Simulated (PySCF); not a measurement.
**Two structures, one formula**

The two ends of one reaction step of SiH4ClF, closed shell (PBE0-D4/def2-TZVP).

A:

Si1  (-0.964, -0.386, 0.000)
F2  (-0.123, 0.409, 1.090)
H3  (-0.417, -0.067, -1.332)
H4  (-0.909, -1.821, 0.335)
Cl5  (-2.900, 0.237, 0.085)
H6  (2.339, 0.969, -0.145)
H7  (2.725, 0.954, -0.784)
(Å)

B:

Si1  (-0.217, -0.575, -0.761)
F2  (0.822, 0.965, 2.214)
H3  (-0.736, -0.948, -2.095)
H4  (-0.805, -1.418, 0.300)
Cl5  (-0.812, 1.384, -0.414)
H6  (0.295, 1.332, 1.543)
H7  (1.260, -0.609, -0.730)
(Å)

PySCF 2.14 with density fitting (its default auxiliary sets; JK sets also for MP2 and CCSD(T)); basis: def2-TZVPP; cores frozen in the correlated methods. B3LYP uses VWN-RPA correlation.

(1) Which structure is lower at CCSD(T), and by how much? (To be estimated.)

T1 diagnostic: at most 0.010.

Answers

(1) Computed: A, by 104.7 kJ/mol (electronic energy, against the other). By their contacts, A is a complex of SiH₂ClF ([F][SiH2][Cl]) + H₂ and B is a complex of SiH₃Cl ([SiH3][Cl]) + HF.

All methods give the same order:

```tsv
method	E(B) − E(A) (kJ/mol)
SPW92	89.7
PBE-D4	97.1
r2SCAN-D4	110.8
PBE0-D4	97.3
B3LYP-D4	106.5
BHLYP-D4	108.6
wB97M-V	107.3
HF	113.9
MP2	109.2
CCSD	104.6
CCSD(T)	104.7
```

Labels in which every atom is bracketed show which atoms are joined, not bond orders.

For scale, one of the runs: CCSD(T)/def2-TZVPP, 171 basis functions, launched by `OMP_NUM_THREADS=4 python run.py`. The run took 3 min on 4 CPU threads of an Arm Neoverse V1 (shared host), with 1.5 GiB of host memory at its peak.
